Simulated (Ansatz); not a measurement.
Consider the formal exchange of groups at a C–O bond: `OCC#CF` + CH₄ → `CCC#CF` + H₂O.

Gas-phase electronic energies from Ansatz, PBE0-D4/def2-TZVP geometries. CBS: MP2 limit from def2 TZ/QZ plus the TZ coupled-cluster correction, frozen cores. This one scheme is used for every species. DFT in def2-TZVPP. B3LYP here is the variant with VWN-RPA as its local correlation; programs differ in this. HSE06 is defined as in plane-wave codes. One conformer a species, not always the lowest.

CCSD(T)/CBS gives -0.54 eV.

(1) Another level gave -0.46 eV. Which?
A. B3LYP/def2-TZVPP
B. HSE06-D4/def2-TZVPP
C. MP2/def2-TZVPP
D. BLYP/def2-TZVPP

Largest T1 diagnostic among the species: 0.012.

Answers

(1) B. HSE06-D4 -0.46, B3LYP -0.38, BLYP -0.34, MP2/def2-TZVPP -0.55 eV.

From PBE to PBE0 (25 % exact exchange), in def2-TZVPP and without D4, ΔE moves by −0.05 eV. Leaving LDA and LC-ωPBE aside and taking each functional with its dispersion term where it has one, the values, not all of them listed here, spread over 0.13 eV, from PBE-QIDH to BLYP-D4. LDA lies −0.03 eV from PBE without D4.
